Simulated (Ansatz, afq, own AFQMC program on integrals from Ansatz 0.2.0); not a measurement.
Integrals from Ansatz 0.2.0, then the random walk in our own AFQMC program (afq).

```yaml
crystal:
  periodic: [false, false, false]
  atoms:
    - {symbol: Li, position_ang: [0.000000, 0.000000, 0.000000]}
    - {symbol: Li, position_ang: [0.000000, 0.000000, 3.250800]}
basis:
  gaussian: {orbitals: aug-cc-pVDZ}
total_charge: -1
magnetization: {spin_polarized: true, initial_magnetization: 3}
correlation: {method: ccsd_t, electrons: outside_noble_gas, hamiltonian_folder: ham}
```

```sh
$ ansatz run in.yaml --threads 1 --pin off --events-out ev --progress --plain --max-ram 1843MiB
```

Options of the walk:

```
--method phaseless --trial cisd --walkers 60 --populations 1 --least-time 40 --time-step 0.005 --steps-per-block 50 --equilibration-blocks 28 --max-blocks 300 --target-error 0.00021 --factor-cut 1e-05 --start spin_pure --seed 5497 --release-times 0.24,0.51,0.99,1.62,2.4 --release-step 0.03 --release-every 4 --taylor-order 6
```

Times are imaginary, in 1/Eh. The walk had a cap of 1062 s.

Log:

```
orbitals 44  electrons 3 0  factors 322 of 396
reference energy -14.86945378 Eh
CCSD correlation -0.00676974 Eh in 12 cycles, weight of the determinant in the CISD state 0.9659
energy of the start -14.876224 Eh
 block  time / (1/Eh)  mean weight  energy / Eh
     1     0.250  1.0001  -14.876224
     2     0.500  1.0000  -14.876225
     3     0.750  1.0001  -14.876226
     4     1.000  1.0003  -14.876227
     5     1.250  0.9998  -14.876225
     7     1.750  1.0001  -14.876226
     9     2.250  0.9998  -14.876237
    13     3.250  0.9999  -14.876232
    21     5.250  1.0004  -14.876245
    29     7.250  1.0002  -14.876272
    37     9.250  0.9997  -14.876340
    45    11.250  0.9999  -14.876426
    53    13.250  1.0012  -14.876389
    61    15.250  0.9998  -14.876313
    69    17.250  1.0002  -14.876447
    77    19.250  0.9990  -14.876730
    85    21.250  1.0005  -14.876194
    93    23.250  1.0007  -14.876165
   101    25.250  1.0000  -14.876511
   109    27.250  1.0005  -14.876261
   117    29.250  0.9999  -14.876517
   125    31.250  1.0000  -14.876336
   133    33.250  1.0015  -14.876435
   141    35.250  1.0010  -14.876397
   149    37.250  1.0016  -14.876134
   153    38.250  1.0005  -14.876024
   157    39.250  0.9997  -14.876090
   165    41.250  1.0001  -14.876390
   173    43.250  0.9995  -14.876265
   181    45.250  0.9994  -14.876421
   185    46.250  1.0000  -14.876293
blocks merged  error / Eh  count
     1  0.000010  160
     2  0.000013  80
     4  0.000017  40
     8  0.000020  20
    16  0.000022  10
released: time / (1/Eh)  energy / Eh  error  mean overlap
  0.24  -14.876321  0.000023  1.0048
  0.51  -14.876344  0.000021  1.0019
  0.99  -14.876342  0.000029  0.9877
  1.62  -14.876361  0.000035  1.0045
  2.40  -14.876344  0.000042  1.0045
energy -14.876319 +/- 0.000020 Eh
(rows thinned)
```

The run passed its tests (sampling time, drift between the halves within three errors, error under three times the target), which doesn't prove that it has relaxed.

Against this walk (error 0.6 meV) on the same determinant: CCSD(T) 0.9 meV higher (within the noise), full CI 1.0 meV lower (within the noise). The error is statistical and leaves out the bias of the constraint. Released to 2.40 1/Eh the energy moves by -0.7 ± 1.3 meV (both errors), within twice the noise.

Cautions: constraint bias not in the error; lower spins were not checked.

The walk took 2.4 min on 1 thread of Arm Neoverse V2, on a shared host. The log's last line is the phaseless energy.

A walk keeps the symmetry of its determinant, which the program's search chose and which needn't be the lowest solution, so a lower state of the same spin and another symmetry isn't excluded.
